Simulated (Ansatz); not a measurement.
Species: CH2Cl2, charge 0, singlet. CH2Cl2 (dichloromethane, SMILES ClCCl).
B3LYP-D3(BJ)/def2-TZVP minimum from Ansatz (an electronic-structure program):
```
C
H 1 1.0832
H 1 1.0832 2 111.91
Cl 1 1.7804 2 108.02 3 118.77
Cl 1 1.7804 2 108.02 3 -118.77
```

Hartree-Fock and MP2 correlation energies in hartree (Ansatz). Open shells are spin-unrestricted; no spin-orbit coupling. Correlated methods leave the cores frozen. No relativity.

```
basis        X       E(HF)  E(corr, MP2)
-----------  -  ----------  ------------
cc-pV(T+d)Z  3  -958.07944      -0.55367
cc-pV(Q+d)Z  4  -958.08943      -0.60370
cc-pV(5+d)Z  5  -958.09138      withheld
```

### Question
Fit E(corr) = E∞ + A/X³ to X = 3 and 4, predict X = 5, and compare with the run.

### Answer
A = (-0.55367 - (-0.60370))/(1/27 - 1/64) = 2.3365; E∞ = -0.60370 - A/64 = -0.64021; at X = 5, E∞ + A/125 = -0.62152. The run gave -0.62441, 2.89 mEh below the prediction. The same form on X = 4 and 5 gives E∞ = -0.64614, 5.93 mEh below the first estimate.
